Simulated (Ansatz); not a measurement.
AlH3Cl− (SMILES [AlH3-][Cl]): the energy, rung by rung

AlH3Cl− has 5 atoms, charge -1, and is taken as a singlet. As SMILES, `[AlH3-][Cl]`. Geometry: a GFN2-xTB relaxation, a rough one for these elements and not checked as a minimum.

```xyz
5

Al    0.1092   -0.0004   -0.0825
Cl   -1.5627   -0.0021    1.1843
H     0.2261    1.4785   -0.7042
H    -0.1602   -1.1064   -1.2183
H     1.3877   -0.3695    0.8207
```

Each level gives the energy change with the Al1–H5 bond stretched from 1.608 to 3.217 Å (eV). The values are calculated.

```csv
level,kind,program,value (eV),less FCI/STO-3G,CPU time (all runs)
BLYP/STO-3G (restricted),GGA,Ansatz,5.02,-0.61,3.5 s
r2SCAN0/STO-3G (restricted),hybrid meta-GGA,Ansatz,5.97,+0.34,7.3 s
wB97X/STO-3G (restricted),range-separated hybrid,Ansatz,6.27,+0.64,17 s
RPA@PBE/STO-3G (restricted),RPA,Ansatz,5.17,-0.46,5.7 s
BCCD(T)/STO-3G (restricted),coupled cluster or CI,Ansatz,5.63,0.00,0.79 s
CCSD(T)/STO-3G (restricted),coupled cluster or CI,Ansatz,5.55,-0.08,0.7 s
CCSDT(Q)/STO-3G (restricted),coupled cluster or CI,Ansatz,5.64,+0.01,1.1 s
FCI/STO-3G,exact in the basis,Ansatz,5.63,0.00,7.3 s
```

FCI/STO-3G is exact within its basis and frozen core, so for wave-function methods in that basis the difference is their error; functionals converge differently with the basis, so for them it is only a difference. Sets without diffuse functions describe the anion poorly. The first shape isn't each level's own minimum. The values span 5.02 to 6.27 eV. All rows use very small basis sets, so even the best lies far from the true value. Times are those of the runs behind each value, whatever else they computed, on shared processors of several kinds: orders of magnitude only.
